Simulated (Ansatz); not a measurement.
The inner images of a band of H$_{2}$NSSi (5 atoms, charge 0, multiplicity 2) are given out of order.

Level of theory: UKS r2SCANh/def2-SVP (Ansatz 0.2.0).

Initial state:

```xyz
5
Properties=species:S:1:pos:R:3
N -1.278 -0.027 0.076
Si 0.418 0.059 0.113
S 1.375 0.689 1.733
H -1.671 -0.364 -0.811
H 1.156 -0.357 -1.112
```

Final state:

```xyz
5
Properties=species:S:1:pos:R:3
N -1.506 -0.060 0.007
Si -0.012 -0.210 -0.575
S 1.460 0.380 0.878
H -2.435 -0.232 -0.359
H 2.494 0.122 0.050
```

Q: Put them in order from the first end to the last, with their energies above the first end.
A.
```xyz
5
Properties=species:S:1:pos:R:3
N -1.535 -0.043 0.055
Si 0.051 -0.051 -0.145
S 1.682 0.459 1.069
H -2.114 -0.352 -0.723
H 1.917 -0.013 -0.256
```
B.
```xyz
5
Properties=species:S:1:pos:R:3
N -1.334 -0.063 -0.021
Si 0.252 0.029 0.050
S 1.548 0.626 1.543
H -1.943 -0.363 -0.775
H 1.476 -0.229 -0.798
```
C.
```xyz
5
Properties=species:S:1:pos:R:3
N -1.559 -0.038 0.070
Si -0.025 -0.150 -0.409
S 1.542 0.405 0.938
H -2.338 -0.292 -0.533
H 2.380 0.075 -0.066
```
D.
```xyz
5
Properties=species:S:1:pos:R:3
N -1.458 -0.064 -0.010
Si 0.135 -0.007 -0.034
S 1.665 0.512 1.216
H -2.076 -0.362 -0.757
H 1.734 -0.079 -0.415
```
E.
```xyz
5
Properties=species:S:1:pos:R:3
N -1.389 -0.073 -0.041
Si 0.196 0.021 0.036
S 1.621 0.570 1.379
H -2.032 -0.364 -0.768
H 1.604 -0.154 -0.606
```
F.
```xyz
5
Properties=species:S:1:pos:R:3
N -1.576 -0.033 0.088
Si -0.007 -0.097 -0.264
S 1.620 0.430 0.998
H -2.211 -0.330 -0.652
H 2.174 0.029 -0.169
```
G.
```xyz
5
Properties=species:S:1:pos:R:3
N -1.301 -0.046 0.024
Si 0.373 0.045 0.077
S 1.436 0.663 1.657
H -1.855 -0.361 -0.777
H 1.347 -0.301 -0.980
```

A: G (+0.16 eV), B (+0.44 eV), E (+0.77 eV), D (+1.09 eV), A (+0.53 eV), F (+0.03 eV), C (-0.22 eV).

Time of the run: 2.2 min on 2 threads of AMD EPYC 7R43 64-Core Processor (Zen 3) (shared host), peak memory 0.21 GiB.
